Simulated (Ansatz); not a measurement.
# BH2I: the relaxed shape and its frontier levels

What does BH2I look like as a singlet, and where do its frontier electrons sit?

Computed with Ansatz 0.2.0, Gaussian basis. Level: RKS PBE0-D4/def2-TZVP.

Plan: relaxation at PBE-D4/def2-TZVP; a single point at PBE0-D4/def2-TZVP.

1 further run of the same task is left out (set aside as unsound or not needed). Runs told in other sessions of the task aren't counted.

## (1) The starting structure

4 atoms, charge 0, spin multiplicity 1.

Atoms are counted from 1 here; the program's logs count them from 0.

Bond lengths: B1–H2 1.166 Å, B1–H3 1.166 Å, B1–I4 2.077 Å. Angles: H2–B1–H3 121.4°, H2–B1–I4 119.3°, H3–B1–I4 119.3°.

I takes a core potential in the def2 sets. No spin-orbit coupling is included.

The start is a GFN2-xTB geometry.

## (2) Optimising with PBE-D4/def2-TZVP

in.yaml reads:

```yaml
crystal:
  periodic: [false, false, false]
  atoms:
    - {symbol: B, position_ang: [0.120270, 0.200400, 0.009210]}
    - {symbol: H, position_ang: [1.285620, 0.164580, 0.040540]}
    - {symbol: H, position_ang: [-0.456840, 1.213900, 0.007680]}
    - {symbol: I, position_ang: [-0.949040, -1.578880, -0.057440]}
basis:
  gaussian: {orbitals: def2-TZVP}
hamiltonian: {xc: pbe, dispersion: d4}
scf: {omitted_lower_state_checks: [starts]}
output: {orbitals: {seedname: orbitals}}
relax: {f_tol: 0.02, max_steps: 100}
```

On the command line:

```bash
ansatz run in.yaml --threads 4 --pin off --events-out ev --progress --plain --max-ram 3916MiB
```

Further steps of the session: Single point, PBE0-D4/def2-TZVP.

Before running them: what should the planned runs give, taken together? Wanted: point group; B–I bond; HOMO, LUMO at PBE0-D4/def2-TZVP; dipole at PBE-D4/def2-TZVP.

**Answer**, as computed:

| quantity | value |
| --- | --- |
| point group | C2v |
| B–I bond | 2.109 Å |
| HOMO, LUMO at PBE0-D4/def2-TZVP | -7.57, -2.22 eV |
| dipole at PBE-D4/def2-TZVP | 0.18 D |

In words: The molecule keeps its bonding pattern by the stored test; the atoms moved 0.03 Å (rms). No usable vibrations, so a minimum isn't proven.
